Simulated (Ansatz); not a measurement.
Litharge SnO, treated with r²SCAN (Ansatz, an electronic-structure program, PAW).

Numerical settings: plane-wave cutoff 560 eV, 10×10×8 k mesh (along the axes of the cell as run), Fermi–Dirac smearing 0.01 eV, scalar-relativistic PAW data made under PBE.

Energies at three volumes about the minimum:

```tsv
V (Å³/atom)	E − E_lowest (meV/atom)
17.539	0.58
17.897	0.00
18.255	0.47
```

### Question
Fit a parabola by hand: where is the minimum, and what is the bulk modulus?

### Answer
Slopes: (0.00 − 0.58)/(17.897 − 17.539) = -1.620 and (0.47 − 0.00)/(18.255 − 17.897) = 1.313 meV/Å³. Curvature E″ = 2 × (1.313 − (-1.620))/(18.255 − 17.539) = 8.193 meV/Å⁶. From the middle of the first interval, the slope vanishes at V0 = 17.7180 − (-1.620)/8.193 = 17.916 Å³/atom. B = V0 E″ = 17.916 × 8.193 meV/Å³ × 0.1602 GPa per meV/Å³ = 23.5 GPa. The full Birch–Murnaghan fit to all volumes gives V0 = 17.900 Å³/atom and B0 = 23.2 GPa.

Shape and atoms are relaxed at each volume.

Measured, for comparison: bulk modulus 35 ± 1 GPa (temperature not stated, not corrected to a static lattice, equation of state from high-pressure X-ray diffraction; as tabulated in Giefers, Porsch, Wortmann, Structural study of SnO at high pressure …). Computed (rounded) less measured: bulk modulus -34 %.

Note: the cell comes from a level without a dispersion term, which matters for the spacing of layers, chains or molecules; the bulk modulus comes from volumes at which shape and atoms were relaxed.
